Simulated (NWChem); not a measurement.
System: SiH2, singlet; SMILES [SiH2]

The following NWChem deck was run.

```
start job
memory heap 200 mb stack 900 mb global 1100 mb
geometry units angstroms
  Si     0.000000     0.000000     0.180908
  H      1.093423     0.000000    -0.889802
  H     -1.093423     0.000000    -0.889802
end
basis spherical
  Si library sto-3g
  H library sto-3g
end
dft
  xc hfexch
  iterations 150
end
driver
  maxiter 120
end
task dft optimize
task dft freq
```

Parts of the log:

```
             Northwest Computational Chemistry Package (NWChem) 7.3.0
             --------------------------------------------------------

 C2V symmetry detected

                             Geometry "geometry" -> ""
                             -------------------------

 Output coordinates in angstroms (scale by  1.889725989 to convert to a.u.)

  No.       Tag          Charge          X              Y              Z
 ---- ---------------- ---------- -------------- -------------- --------------
    1 Si                  14.0000     0.00000000     0.00000000     0.13383875
    2 H                    1.0000     1.09342300     0.00000000    -0.93687125
    3 H                    1.0000    -1.09342300     0.00000000    -0.93687125

 Effective nuclear repulsion energy (a.u.)       9.9240098205

      Symmetry information
      --------------------

 Group name             C2v
 Group number             16
 Group order               4
 No. of unique centers     2

                                Z-matrix (autoz)
                                --------

 Units are Angstrom for bonds and degrees for angles

      Type          Name      I     J     K     L     M      Value
      ----------- --------  ----- ----- ----- ----- ----- ----------
    1 Stretch                  1     2                       1.53036
    2 Stretch                  1     3                       1.53036
    3 Bend                     2     1     3                91.20262

  xc_inp: hfexch multiplicative factor not found.

                           NWChem Geometry Optimization
                           ----------------------------

 maximum gradient threshold         (gmax) =   0.000450
 rms gradient threshold             (grms) =   0.000300
 maximum cartesian step threshold   (xmax) =   0.001800
 rms cartesian step threshold       (xrms) =   0.001200
 fixed trust radius                (trust) =   0.300000
 source of zmatrix                         =   autoz

          -------------------
          Energy Minimization
          -------------------

 Using diagonal initial Hessian
 Scaling for Hessian diagonals: bonds = 1.00  angles = 0.25  torsions = 0.10

          --------
          Step   0

                                 NWChem DFT Module
                                 -----------------

 Summary of "ao basis" -> "ao basis" (spherical)
 ------------------------------------------------------------------------------
       Tag                 Description            Shells   Functions and Types
 ---------------- ------------------------------  ------  ---------------------
 Si                          sto-3g                  5        9   3s2p
 H                           sto-3g                  1        1   1s

      Symmetry analysis of basis
      --------------------------

        a1          6
        a2          0
        b1          3
        b2          2

            General Information
            -------------------
          SCF calculation type: DFT
          Wavefunction type:  closed shell.
          No. of atoms     :     3
          No. of electrons :    16
           Alpha electrons :     8
            Beta electrons :     8
          Charge           :     0
          Spin multiplicity:     1
          Use of symmetry is: on ; symmetry adaption is: on
          Maximum number of iterations: 150
          AO basis - number of functions:    11
                     number of shells:     7
          Convergence on energy requested:  1.00D-06
          Convergence on density requested:  1.00D-05
          Convergence on gradient requested:  5.00D-04

              XC Information
              --------------
                     Hartree-Fock (Exact) Exchange  1.000

      Superposition of Atomic Density Guess
      -------------------------------------

 Sum of atomic energies:        -286.38412243

      Non-variational initial energy
      ------------------------------

 Total energy =    -286.043668
 1-e energy   =    -421.029533
 2-e energy   =     125.061855
 HOMO         =      -0.060106
 LUMO         =       0.161381

      Symmetry analysis of molecular orbitals - initial
      -------------------------------------------------

  Numbering of irreducible representations:

     1 a1          2 a2          3 b1          4 b2

  Orbital symmetries:

     1 a1          2 a1          3 a1          4 b1          5 b2
     6 a1          7 b1          8 a1          9 b2         10 b1
    11 a1

   convergence    iter        energy       DeltaE   RMS-Dens  Diis-err
 ---------------- ----- ----------------- --------- --------- ---------
 d= 0,ls=0.0,diis     1   -286.6531287175 -2.97D+02  3.12D-02  2.99D-02
 d= 0,ls=0.0,diis     2   -286.6620548752 -8.93D-03  4.92D-03  7.82D-04
 d= 0,ls=0.0,diis     3   -286.6622856550 -2.31D-04  1.82D-03  5.05D-05
 d= 0,ls=0.0,diis     4   -286.6623064778 -2.08D-05  2.43D-04  9.74D-07
 d= 0,ls=0.0,diis     5   -286.6623068829 -4.05D-07  1.84D-05  1.06D-08
 d= 0,ls=0.0,diis     6   -286.6623068865 -3.55D-09  2.35D-07  5.51D-12

         Total DFT energy =     -286.662306886489
      One electron energy =     -419.718044355932
           Coulomb energy =      144.320071248075
    Exchange-Corr. energy =      -21.188343599088
 Nuclear repulsion energy =        9.924009820456

 Numeric. integr. density =        0.000000000000

                  Occupations of the irreducible representations
                  ----------------------------------------------

                     irrep           alpha         beta
                     --------     --------     --------
                     a1                5.0          5.0
                     a2                0.0          0.0
                     b1                2.0          2.0
                     b2                1.0          1.0

                       DFT Final Molecular Orbital Analysis
                       ------------------------------------

 Vector    6  Occ=2.000000D+00  E=-6.020747D-01  Symmetry=a1
              MO Center=  1.4D-16,  9.0D-18, -4.3D-01, r^2= 1.5D+00
   Bfn.  Coefficient  Atom+Function         Bfn.  Coefficient  Atom+Function
  ----- ------------  ---------------      ----- ------------  ---------------
     6      0.692583  1 Si s                 10      0.304405  2 H  s
    11      0.304405  3 H  s                  2     -0.263005  1 Si s
     9     -0.122466  1 Si pz                 1      0.072052  1 Si s
     5      0.062691  1 Si pz

 Vector    7  Occ=2.000000D+00  E=-3.596028D-01  Symmetry=b1
              MO Center= -4.0D-17, -1.4D-34, -5.9D-01, r^2= 1.9D+00
   Bfn.  Coefficient  Atom+Function         Bfn.  Coefficient  Atom+Function
  ----- ------------  ---------------      ----- ------------  ---------------
    10      0.528126  2 H  s                 11     -0.528126  3 H  s
     7      0.458898  1 Si px                 3     -0.188708  1 Si px

 Vector    8  Occ=2.000000D+00  E=-2.332761D-01  Symmetry=a1
              MO Center= -7.3D-18, -6.8D-18,  3.3D-01, r^2= 1.7D+00
   Bfn.  Coefficient  Atom+Function         Bfn.  Coefficient  Atom+Function
  ----- ------------  ---------------      ----- ------------  ---------------
     6      0.691799  1 Si s                  9      0.639966  1 Si pz
    10     -0.333100  2 H  s                 11     -0.333100  3 H  s
     5     -0.233499  1 Si pz                 2     -0.177050  1 Si s
     1      0.051995  1 Si s

 Vector    9  Occ=0.000000D+00  E= 2.196358D-01  Symmetry=b2
              MO Center=  2.0D-39, -1.0D-22,  1.3D-01, r^2= 1.3D+00
   Bfn.  Coefficient  Atom+Function         Bfn.  Coefficient  Atom+Function
  ----- ------------  ---------------      ----- ------------  ---------------
     8      1.035433  1 Si py                 4     -0.349997  1 Si py

 Vector   10  Occ=0.000000D+00  E= 4.930971D-01  Symmetry=b1
              MO Center= -3.5D-17, -2.4D-34, -1.6D-01, r^2= 1.8D+00
   Bfn.  Coefficient  Atom+Function         Bfn.  Coefficient  Atom+Function
  ----- ------------  ---------------      ----- ------------  ---------------
     7      1.076929  1 Si px                10     -0.649016  2 H  s
    11      0.649016  3 H  s                  3     -0.317692  1 Si px

 Vector   11  Occ=0.000000D+00  E= 5.987703D-01  Symmetry=a1
              MO Center= -1.4D-18, -8.3D-19, -5.6D-01, r^2= 1.6D+00
   Bfn.  Coefficient  Atom+Function         Bfn.  Coefficient  Atom+Function
  ----- ------------  ---------------      ----- ------------  ---------------
     9      0.985880  1 Si pz                10      0.768135  2 H  s
    11      0.768135  3 H  s                  6     -0.747354  1 Si s
     5     -0.279978  1 Si pz                 2      0.138710  1 Si s
     1     -0.044226  1 Si s

     Multipole analysis of the density
     ---------------------------------

     L   x y z        total         alpha         beta         nuclear
     -   - - -        -----         -----         ----         -------
     0   0 0 0     -0.000000     -8.000000     -8.000000     16.000000

     1   1 0 0      0.000000      0.000000      0.000000      0.000000
     1   0 1 0      0.000000      0.000000      0.000000      0.000000
     1   0 0 1      0.084295      0.042148      0.042148     -0.000000

     2   2 0 0    -10.434995     -9.486969     -9.486969      8.538942
     2   1 1 0      0.000000      0.000000      0.000000      0.000000
     2   1 0 1      0.000000      0.000000      0.000000      0.000000
     2   0 2 0     -7.178005     -3.589003     -3.589003      0.000000
     2   0 1 1      0.000000      0.000000      0.000000      0.000000
     2   0 0 2    -11.015570     -9.089982     -9.089982      7.164394

[...]

      ----------------------
      Optimization converged
      ----------------------

  Step       Energy      Delta E   Gmax     Grms     Xrms     Xmax
  ---- ---------------- -------- -------- -------- -------- --------
@    3    -286.66694722 -2.7D-07  0.00007  0.00006  0.00078  0.00147
                                     ok       ok       ok       ok

                                Z-matrix (autoz)
                                --------

 Units are Angstrom for bonds and degrees for angles

      Type          Name      I     J     K     L     M      Value     Gradient
      ----------- --------  ----- ----- ----- ----- ----- ---------- ----------
    1 Stretch                  1     2                       1.45851    0.00005
    2 Stretch                  1     3                       1.45851    0.00005
    3 Bend                     2     1     3                91.50192   -0.00007

                         Geometry "geometry" -> "geometry"
                         ---------------------------------

 Output coordinates in angstroms (scale by  1.889725989 to convert to a.u.)

  No.       Tag          Charge          X              Y              Z
 ---- ---------------- ---------- -------------- -------------- --------------
    1 Si                  14.0000     0.00000000     0.00000000     0.09851053
    2 H                    1.0000     1.04475146     0.00000000    -0.91920714
    3 H                    1.0000    -1.04475146     0.00000000    -0.91920714

 Effective nuclear repulsion energy (a.u.)      10.4122193361

      Symmetry information
      --------------------

 Group name             C2v
 Group number             16
 Group order               4
 No. of unique centers     2

                Final and change from initial internal coordinates
                --------------------------------------------------

                                Z-matrix (autoz)
                                --------

 Units are Angstrom for bonds and degrees for angles

      Type          Name      I     J     K     L     M      Value       Change
      ----------- --------  ----- ----- ----- ----- ----- ---------- ----------
    1 Stretch                  1     2                       1.45851   -0.07185
    2 Stretch                  1     3                       1.45851   -0.07185
    3 Bend                     2     1     3                91.50192    0.29931

 ==============================================================================
                                internuclear distances
 ------------------------------------------------------------------------------
       center one      |      center two      | atomic units |  angstroms
 ------------------------------------------------------------------------------
    2 H                |   1 Si               |     2.75619  |     1.45851
    3 H                |   1 Si               |     2.75619  |     1.45851
 ------------------------------------------------------------------------------
                         number of included internuclear distances:          2
 ==============================================================================

[second-derivative integrals and response iterations left out]

  Vibrational analysis via the FX method

  See chapter 2 in "Molecular Vibrations" by Wilson, Decius and Cross

  Vib: Default input used

 ---------------------------- Atom information ----------------------------
     atom    #        X              Y              Z            mass
 --------------------------------------------------------------------------
    Si       1  0.0000000D+00  0.0000000D+00  1.8615791D-01  2.7976930D+01
    H        2  1.9742940D+00  0.0000000D+00 -1.7370496D+00  1.0078250D+00
    H        3 -1.9742940D+00  0.0000000D+00 -1.7370496D+00  1.0078250D+00
 --------------------------------------------------------------------------

[unprojected Hessian and modes left out]

        Vibrational analysis via the FX method
  --- with translations and rotations projected out ---
  --- via the Eckart algorithm                      ---
 Projected Nuclear Hessian trans-rot subspace norm:5.4408D-33
                         (should be close to zero!)

[projected Hessian left out]

 Rotational Constants
 --------------------
 A=   8.656535 cm-1  ( 12.454545 K)
 B=   7.662297 cm-1  ( 11.024090 K)
 C=   4.064564 cm-1  (  5.847871 K)

 Temperature                      =   298.15K
 frequency scaling parameter      =   1.0000

 Zero-Point correction to Energy  =    9.921 kcal/mol  (  0.015810 au)
 Thermal correction to Energy     =   11.701 kcal/mol  (  0.018647 au)
 Thermal correction to Enthalpy   =   12.293 kcal/mol  (  0.019591 au)

 Total Entropy                    =   49.199 cal/mol-K
   - Translational                =   36.112 cal/mol-K (mol. weight =  29.9926)
   - Rotational                   =   13.073 cal/mol-K (symmetry #  =        2)
   - Vibrational                  =    0.013 cal/mol-K

 Cv (constant volume heat capacity) =    6.043 cal/mol-K
   - Translational                  =    2.979 cal/mol-K
   - Rotational                     =    2.979 cal/mol-K
   - Vibrational                    =    0.084 cal/mol-K

[normal modes left out]

 ----------------------------------------------------------------------------
 Normal Eigenvalue ||           Projected Infra Red Intensities
  Mode   [cm**-1]  || [atomic units] [(debye/angs)**2] [(KM/mol)] [arbitrary]
 ------ ---------- || -------------- ----------------- ---------- -----------
    1       -0.000 ||    0.000000           0.000         0.000       0.000
    2        0.000 ||    0.000001           0.000         0.001       0.000
    3        0.000 ||    0.000010           0.000         0.009       0.002
    4        0.000 ||    0.000010           0.000         0.009       0.002
    5        0.000 ||    0.000000           0.000         0.000       0.000
    6        0.000 ||    0.000009           0.000         0.009       0.002
    7     1471.896 ||    0.137053           3.162       133.606      27.768
    8     2725.179 ||    0.123677           2.853       120.567      25.058
    9     2746.031 ||    0.183440           4.232       178.826      37.167
 ----------------------------------------------------------------------------
```

Level: Hartree-Fock/STO-3G. Low-valent species are run as closed-shell singlets; no triplet was tried in these runs.
